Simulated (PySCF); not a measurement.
An unknown gives this computed stick spectrum. Method: TDDFT CAM-B3LYP/def2-SVPD, vertical, gas phase, core orbitals frozen in the response in PySCF. Geometries: PBE0-D3(BJ)/def2-SVP, one conformer each.

```tsv
state	ν̃ (cm⁻¹)	f	main configurations (H = HOMO, L = LUMO)
S1	55930	0.024	H→L (46%), H→L+1 (40%)
S2	57220	0.423	H→L+1 (52%), H→L (39%)
S3	57890	0.0001	H→L+2 (59%), H→L+3 (33%)
S4	60830	0.015	H→L+3 (47%), H→L+2 (25%), H→L+4 (17%)
S5	64750	0.0034	H→L+4 (69%), H→L+2 (8%)
S6	66480	0.0013	H-1→L (32%), H-1→L+1 (19%), H-3→L (11%)
S7	68500	0.037	H→L+5 (70%), H→L+6 (14%)
S8	70310	0.012	H→L+6 (38%), H-2→L (18%)
S9	70550	0.0006	H→L+6 (31%), H-2→L (17%)
S10	72110	0.0019	H-1→L (44%), H-2→L (20%), H-3→L (11%)
```

Task: Which structure fits? All have the formula C6H12.
A. `CC(C)=C(C)C`
B. `C/C=C/CCC`
C. `CC1(C)CCC1`

Result: B. Its S1 lies at 6.93 eV; the nearest of the others has S1 at 6.12 eV. S1 is HOMO→LUMO (46%), HOMO→LUMO+1 (40%). Löwdin shares by element: HOMO carbon 81% or more (atoms not listed hold the other 19%); LUMO carbon 45% or more (atoms not listed hold the other 55%). At the same level the other candidates give, for their lowest levels:
- `CC(C)=C(C)C`: 6.12 eV (f 0.006); 6.86 eV (f 0.604); 7.00 eV (f 0.000); 7.14 eV (f 0.000); 7.57 eV (f 0.009); T1 4.15 eV; HOMO -7.63, LUMO 1.31 eV
- `CC1(C)CCC1`: 8.16 eV (f 0.006); 8.16 eV (f 0.094); 8.59 eV (f 0.040); 8.72 eV (f 0.003); 8.75 eV (f 0.079); T1 7.99 eV; HOMO -9.64, LUMO 1.33 eV

The values belong to the conformer `[CH3:1]/[CH:2]=[CH:3]/[CH2:4][CH2:5][CH3:6]`: C2–C3–C4–C5 -120°, C3–C4–C5–C6 65°.
Triplets come from the Tamm–Dancoff approximation.
